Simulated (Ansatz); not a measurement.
The inner images of a band of ClH3Si + H3N (9 atoms, charge 0, multiplicity 1) are given out of order.

Method: RKS PBE0-D4/def2-SVP (Ansatz).

Image 0:

```xyz
9
Properties=species:S:1:pos:R:3
Si 0.269 0.027 0.011
Cl 0.558 0.225 2.069
H 1.673 0.067 -0.516
H -0.435 1.193 -0.585
H -0.282 -1.300 -0.367
N -2.312 -0.049 0.995
H -3.106 -0.218 0.380
H -2.489 0.830 1.479
H -2.326 -0.774 1.711
```

Image 6:

```xyz
9
Properties=species:S:1:pos:R:3
Si -0.449 -0.011 -0.419
Cl -0.271 0.506 3.317
H 0.601 -0.981 -0.006
H 0.029 1.395 -0.323
H -0.844 -0.295 -1.834
N -1.782 -0.179 0.729
H -2.169 -1.114 0.836
H -2.550 0.482 0.627
H -1.015 0.198 2.248
```

Question: Put them in order from the first end to the last, with their energies above the first end.
A.
```xyz
9
Properties=species:S:1:pos:R:3
Si -0.450 -0.002 -0.329
Cl -0.064 0.540 3.019
H 0.586 -0.970 0.121
H 0.002 1.409 -0.202
H -0.807 -0.283 -1.752
N -1.846 -0.198 0.749
H -2.229 -1.138 0.822
H -2.614 0.458 0.613
H -1.029 0.184 2.135
```
B.
```xyz
9
Properties=species:S:1:pos:R:3
Si -0.080 0.068 0.072
Cl 0.439 -0.056 2.204
H 1.291 -0.415 -0.298
H -0.193 1.528 -0.209
H -0.840 -0.659 -1.021
N -2.043 -0.079 0.982
H -2.330 -1.058 0.955
H -2.770 0.478 0.533
H -1.925 0.193 1.958
```
C.
```xyz
9
Properties=species:S:1:pos:R:3
Si -0.326 0.065 -0.131
Cl 0.239 0.677 2.477
H 0.713 -0.953 0.132
H -0.028 1.505 -0.284
H -0.955 -0.346 -1.444
N -1.861 -0.219 0.929
H -2.186 -1.188 0.935
H -2.647 0.387 0.684
H -1.400 0.072 1.877
```
D.
```xyz
9
Properties=species:S:1:pos:R:3
Si 0.312 0.035 -0.006
Cl 0.613 -0.283 2.035
H 1.707 0.061 -0.552
H -0.285 1.366 -0.281
H -0.383 -1.107 -0.653
N -2.364 -0.005 1.000
H -2.935 -0.815 0.763
H -2.954 0.816 0.871
H -2.163 -0.069 1.997
```
E.
```xyz
9
Properties=species:S:1:pos:R:3
Si -0.404 0.019 -0.239
Cl 0.066 0.596 2.712
H 0.641 -0.958 0.149
H -0.008 1.448 -0.219
H -0.909 -0.325 -1.599
N -1.843 -0.201 0.858
H -2.207 -1.154 0.895
H -2.621 0.431 0.664
H -1.167 0.144 1.954
```

Answer: D (+0.01 eV), B (+0.39 eV), C (+0.66 eV), E (+0.56 eV), A (+0.37 eV).

Run time: 4.3 min on 1 thread of Arm Neoverse V2, on a shared host, peak memory 0.16 GiB.
